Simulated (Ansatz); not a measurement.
```yaml
crystal:
  periodic: [false, false, false]
  atoms:
    - {symbol: C, position_ang: [-0.546741, 1.281260, -0.203785]}
    - {symbol: C, position_ang: [-0.150366, 0.026680, -0.271181]}
    - {symbol: C, position_ang: [0.588830, -1.037291, 0.380961]}
    - {symbol: S, position_ang: [-0.198971, -1.408455, -1.232422]}
    - {symbol: H, position_ang: [-1.146594, 1.728810, -0.985505]}
    - {symbol: H, position_ang: [-0.273427, 1.892027, 0.648470]}
    - {symbol: H, position_ang: [1.674136, -1.004764, 0.369816]}
    - {symbol: H, position_ang: [0.145434, -1.535368, 1.237945]}
basis:
  gaussian: {orbitals: aug-cc-pVTZ}
hamiltonian: {xc: {name: r2SCAN0}, dispersion: d3bjatm}
output: {forces: true}
```

```sh
$ ansatz run in.yaml --threads 2 --pin off --events-out ev --progress --plain --max-ram 4352MiB
```

Shortened log:

```
Functional definition: r2SCAN0
1207 factors; their error is unknown
mean field evaluation 1: about -13997.1501 eV, gradient 6.8e1 eV
mean field evaluation 2: about -13982.0586 eV, gradient 9.8e1 eV
mean field evaluation 4: about -14008.3301 eV, gradient 6.6e0 eV
mean field evaluation 8: about -14008.4632 eV, gradient 3.2e-1 eV
mean field evaluation 16: about -14008.4633 eV, gradient 3.4e-5 eV
mean field -14008.46329681 eV, -514.8015308804 hartree, gradient 1.0e-5 eV, S^2 0.000000; 0 other end points of the search recorded, 0 dependent functions left out
reference -14008.46331489 eV, -514.8015315446 hartree; 19, 19 occupied and 261, 261 virtual orbitals, 1207 factors
Total energy: -14008.51409500 eV, -514.8033976794 hartree
Atom 0 at    -0.546741     1.281260    -0.203785 Å, force     0.009204    -0.069130    -0.025725 eV/Å
Atom 1 at    -0.150366     0.026680    -0.271181 Å, force     0.020100     0.166258     0.140775 eV/Å
Atom 2 at     0.588830    -1.037291     0.380961 Å, force     0.055494     0.067913     0.135350 eV/Å
Atom 3 at    -0.198971    -1.408455    -1.232422 Å, force    -0.020216    -0.029197    -0.053189 eV/Å
Atom 4 at    -1.146594     1.728810    -0.985505 Å, force     0.109736    -0.093533     0.133139 eV/Å
Atom 5 at    -0.273427     1.892027     0.648470 Å, force    -0.037917    -0.126374    -0.140720 eV/Å
Atom 6 at     1.674136    -1.004764     0.369816 Å, force    -0.200811    -0.005581    -0.019593 eV/Å
Atom 7 at     0.145434    -1.535368     1.237945 Å, force     0.064410     0.089644    -0.170036 eV/Å
Dipole moment:     0.122011     0.070824     0.257962 e Å
```

Hardware: 2 threads of an Arm Neoverse V2 on a shared host. Wall time 11 s, peak host memory 0.81 GiB.
